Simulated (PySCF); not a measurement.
Structure problem from calculated spectra and properties.

Elements present: C, F and H. Monoisotopic mass: 90.0845 u.

- Rotational structure: rotational constants A, B, C: 7.612, 1.922, 1.672 GHz [PBE0-D3(BJ)/def2-SVP]
- 1H NMR: chemical shifts (computed TMS as zero) by class: 4.11 (1 H), 1.47 (2 H), 1.42 (2 H), 1.07 (6 H) ppm [GIAO KT3/pcSseg-2]
- UV, strongest line: among the 10 lowest singlet transitions: S8 at 9.64 eV (129 nm, f = 0.138) [TDDFT CAM-B3LYP/def2-SVPD]
- Couplings: largest of the computed one-bond spin–spin couplings (means over like bonds): 19F–13C -225.4, 13C–1H +149.7, 13C–1H +133.1 (×6), 13C–1H +131.1 (×2), 13C–1H +128.4 (×2), 13C–13C +41.1 (×2), 13C–13C +37.8 (×2) Hz [B3LYP/pcJ-1, spin–dipole term left out for some pairs]
- Triplet: lowest triplet excitation (Tamm–Dancoff): 8.65 eV [TDA CAM-B3LYP/def2-SVPD]
- XPS: C1s 290.6 (×2), C1s 290.7 (×2), C1s 292.7, F1s 691.9 eV [ΔSCF SCAN, pcX-2 on the ionised atom, pcseg-1 elsewhere, spin-free X2C]
- 13C NMR: chemical shifts (computed TMS as zero) by class: 99.3 (1 C), 35.0 (2 C), 13.3 (2 C) ppm [GIAO KT3/pcSseg-2]
- Valence photoelectron: vertical ionisation energy: 11.26 eV [ΔSCF CAM-B3LYP/def2-SVPD]
- Dipole: 1.84 D [CAM-B3LYP/def2-SVPD]

Electronic properties: PySCF, gas phase, density fitting. Levels stand in brackets. One conformer (not necessarily the lowest) at the PBE0-D3(BJ)/def2-SVP geometry, without solvent, vibrations or thermal averaging. NMR values are class means; diastereotopic atoms form classes of their own.

Problem. Which formula fits the mass and the elements?

Solution. C5H11F (calculated 90.0845). No other formula that holds each of these elements comes within 0.0003 u with a fitting electron parity and a possible valence count.

Problem. Give a SMILES that accounts for the data.

Solution. Numbering: `[CH3:1][CH2:2][CH:3]([F:4])[CH2:5][CH3:6]`. Its formula, C5H11F, gives 0 degrees of unsaturation, so no ring and no π bond. 5 carbons fall into 3 classes; from least to most shielded: sp3 C–F carbon [C3] (99.3 ppm), chain CH2 carbon [C2/C5] (35.0 ppm, 2 C), methyl carbon [C1/C6] (13.3 ppm, 2 C). Hydrogen classes from least to most shielded: 1 H on an sp3 C–F carbon, C3 (4.11 ppm), 2 H on 2 chain CH2 carbons, C2/C5 (1.47 ppm), 2 H on 2 chain CH2 carbons, C2/C5 (1.42 ppm), 6 H on 2 methyl carbons, C1/C6 (1.07 ppm, a mean of values up to 0.7 ppm apart in this geometry). The couplings run between: -225.4 Hz, alkyl fluorine [F4] and sp3 C–F carbon [C3]; +149.7 Hz, sp3 C–F carbon [C3] and its hydrogen; +133.1 Hz, methyl carbon [C1] and its hydrogen (with 5 like pairs); +131.1 Hz, chain CH2 carbon [C2] and its hydrogen (with 1 like pair); +128.4 Hz, chain CH2 carbon [C2] and its hydrogen (with 1 like pair); +41.1 Hz, chain CH2 carbon [C2] and sp3 C–F carbon [C3] (with 1 like pair); +37.8 Hz, methyl carbon [C1] and chain CH2 carbon [C2] (with 1 like pair). The core levels belong to: C1s 290.6 eV, methyl carbon [C1/C6]; C1s 290.7 eV, chain CH2 carbon [C2/C5]; C1s 292.7 eV, sp3 C–F carbon [C3]; F1s 691.9 eV, alkyl fluorine [F4]. The first electron is taken from the HOMO, whose largest Löwdin shares are 0.20 on the sp3 C–F carbon, 0.18 on the alkyl fluorine, 0.15 on a chain CH2 carbon and 0.14 on a chain CH2 carbon. The optimised geometry has point group Cs and is an asymmetric top. Structure: (CH3CH2)2CHF, `CCC(F)CC`. Computed isomers that give other values at the same levels: `CC(C)(C)CF` (rotational constant A: 4.431 GHz; this holds for the one conformer computed); `CCC(C)(C)F` (rotational constant A: 4.594 GHz; this holds for the one conformer computed); `CC[C@@H](C)CF` (rotational constant A: 4.070 GHz; this holds for the one conformer computed). The assignments are read from this structure; whether some other isomer fits the data as well wasn't checked.

Shape of the structure used: `[CH3:1][CH2:2][CH:3]([F:4])[CH2:5][CH3:6]`: C1–C2–C3–F4 -59°, C2–C3–C5–C6 179°.
